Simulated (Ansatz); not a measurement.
Write a Python script for Ansatz 0.2.0, Python API that makes harmonic frequencies at the relaxed geometry of C3H4FN, SMILES C=C=C(N)F. Use (for the species named): B3LYP, def2-SVP basis, multiplicity 1.

```tsv
atom	x (Å)	y (Å)	z (Å)
C	-0.3074	1.3153	-1.1866
C	0.1099	0.4900	-0.3538
C	0.5489	-0.3750	0.4747
N	-0.0244	-1.5210	0.7385
F	1.7306	-0.1386	1.1324
H	-0.4837	2.4134	-0.9133
H	-0.5727	1.0665	-2.2083
H	0.1831	-1.8833	1.6497
H	-1.0959	-1.4135	0.6496
```

The script, `freq_c3h4fn.py`:
```python
"""Vibrations of C3H4FN."""

from dataclasses import dataclass
import logging
import sys

import ansatz as az
from ase import Atoms
import numpy as np

logging.basicConfig(stream=sys.stdout, format="%(name)s: %(message)s")
logger = logging.getLogger("run")
logger.setLevel(logging.INFO)


@dataclass(frozen=True)
class Options:
    basis_set: str = "def2-SVP"
    functional: str = "b3lyp"


cfg = Options()

atoms = Atoms(["C", "C", "C", "N", "F", "H", "H", "H", "H"], positions=[
    [-0.3074, 1.3153, -1.1866],
    [0.1099, 0.49, -0.3538],
    [0.5489, -0.375, 0.4747],
    [-0.0244, -1.521, 0.7385],
    [1.7306, -0.1386, 1.1324],
    [-0.4837, 2.4134, -0.9133],
    [-0.5727, 1.0665, -2.2083],
    [0.1831, -1.8833, 1.6497],
    [-1.0959, -1.4135, 0.6496],
])
system = az.Crystal.molecule_from_ase(atoms)

setup = (
    system.calculation()
    .basis(gaussian=cfg.basis_set)
    .functional(cfg.functional)
)
symbols = [site.symbol for site in system.cartesian_sites]
start = np.array([site.position_ang for site in system.cartesian_sites], dtype=float)
def progress(event):
    if event["event"] == "relax_step":
        row = event["data"]
        logger.info(f"step {row['step']:3d}  E = {row['lagrangian_ev']:.6f} eV  max force {row['allowed_force_max_ev_ang']:.4f} eV/A")


data = setup.relax(force_tolerance=0.003).session().plan().execute(on_event=progress).report
end = np.array(data["positions_ang"])

logger.info("bond        before    after (A)")
for i, j in [(0, 1), (0, 5), (0, 6), (1, 2), (2, 3), (2, 4), (3, 7), (3, 8)]:
    d0, d1 = (np.linalg.norm(xyz[i] - xyz[j]) for xyz in (start, end))
    print(f"{symbols[i]}{i}-{symbols[j]}{j}".ljust(10), f"{d0:8.4f} {d1:8.4f}")

# same settings at the minimum
minimum = az.Crystal.molecule()
for symbol, xyz in zip(symbols, end):
    minimum = minimum.atom(symbol, xyz.tolist())
vibrating = (
    minimum.calculation()
    .basis(gaussian=cfg.basis_set)
    .functional(cfg.functional)
    .phonons(temperatures=(200, 600, 100))
)
vib = vibrating.run(threads=1).report["vibrations"]
sums = vib["harmonic_sums"]
modes = [m["omega_inv_cm"] for m in sums["modes_at_gamma"] if m["rigid_motion"] == "no"]
for number, w in enumerate(modes, start=1):
    logger.info(f"mode {number:2d} {w:9.1f} 1/cm {w / 8065.544 * 1000:8.2f} meV")
print("imaginary modes:", sum(w < 0 for w in modes), " zero-point energy:", round(sums["zero_point_energy_ev"], 4), "eV")
logger.info("T (K)   F_vib (eV)   S_vib (meV/K)   C_vib (meV/K)")
for row in zip(sums["temperatures_k"], sums["vibrational_free_energy_ev"], vib["entropy_ev_per_k"], vib["heat_capacity_ev_per_k"]):
    logger.info(f"{row[0]:6.1f} {row[1]:11.4f} {1000 * row[2]:13.4f} {1000 * row[3]:15.4f}")
```

Output of `python freq_c3h4fn.py`:
```text
run: step   1  E = -7374.369180 eV  max force 4.8347 eV/A
run: step   2  E = -7375.209590 eV  max force 1.4848 eV/A
run: step   3  E = -7375.360151 eV  max force 0.9065 eV/A
run: step   4  E = -7375.344804 eV  max force 1.2345 eV/A
run: step   5  E = -7375.426042 eV  max force 0.2194 eV/A
run: step   6  E = -7375.431117 eV  max force 0.1179 eV/A
run: step   7  E = -7375.427979 eV  max force 0.0871 eV/A
run: step   8  E = -7375.433185 eV  max force 0.0476 eV/A
run: step   9  E = -7375.433506 eV  max force 0.0152 eV/A
run: step  10  E = -7375.433530 eV  max force 0.0124 eV/A
run: step  11  E = -7375.433514 eV  max force 0.0169 eV/A
run: step  12  E = -7375.433537 eV  max force 0.0037 eV/A
run: step  13  E = -7375.433539 eV  max force 0.0025 eV/A
run: bond        before    after (A)
C0-C1        1.2445   1.3111
C0-H5        1.1453   1.0994
C0-H6        1.0845   1.0999
C1-C2        1.2757   1.3180
C2-N3        1.3083   1.3893
C2-F4        1.3729   1.3487
N3-H7        1.0023   1.0195
N3-H8        1.0805   1.0151
run: mode  1     180.3 1/cm    22.36 meV
run: mode  2     200.4 1/cm    24.85 meV
run: mode  3     273.3 1/cm    33.89 meV
run: mode  4     472.9 1/cm    58.64 meV
run: mode  5     535.4 1/cm    66.39 meV
run: mode  6     611.6 1/cm    75.82 meV
run: mode  7     627.6 1/cm    77.81 meV
run: mode  8     706.6 1/cm    87.61 meV
run: mode  9     823.1 1/cm   102.05 meV
run: mode 10     938.8 1/cm   116.40 meV
run: mode 11    1022.4 1/cm   126.77 meV
run: mode 12    1082.0 1/cm   134.15 meV
run: mode 13    1317.0 1/cm   163.29 meV
run: mode 14    1361.7 1/cm   168.83 meV
run: mode 15    1508.4 1/cm   187.02 meV
run: mode 16    1606.9 1/cm   199.23 meV
run: mode 17    2091.9 1/cm   259.37 meV
run: mode 18    3073.1 1/cm   381.02 meV
run: mode 19    3146.4 1/cm   390.11 meV
run: mode 20    3518.3 1/cm   436.21 meV
run: mode 21    3640.4 1/cm   451.35 meV
imaginary modes: 0  zero-point energy: 1.7816 eV
run: T (K)   F_vib (eV)   S_vib (meV/K)   C_vib (meV/K)
run:  200.0      1.7673        0.2115          0.3486
run:  300.0      1.7371        0.3935          0.5593
run:  400.0      1.6884        0.5798          0.7390
run:  500.0      1.6213        0.7610          0.8848
run:  600.0      1.5365        0.9331          1.0023
```

Notes:
- Total energies depend on the basis set; only differences at equal settings carry meaning.
- The frequencies are harmonic and unscaled, in a modest basis. The result belongs to the one conformer reached from this start, and soft torsions count as harmonic oscillators.
- b3lyp holds the VWN-RPA fit, as in Gaussian; the form of ORCA and Turbomole is b3lyp5.
- It ran for 3 min on 1 thread of Arm Neoverse V1, on a shared host, peak memory 0.26 GiB.

(A comment or docstring line of the script was reworded after the run, the code is as it ran; lines on the test bed's own set-up are left out of the output.)
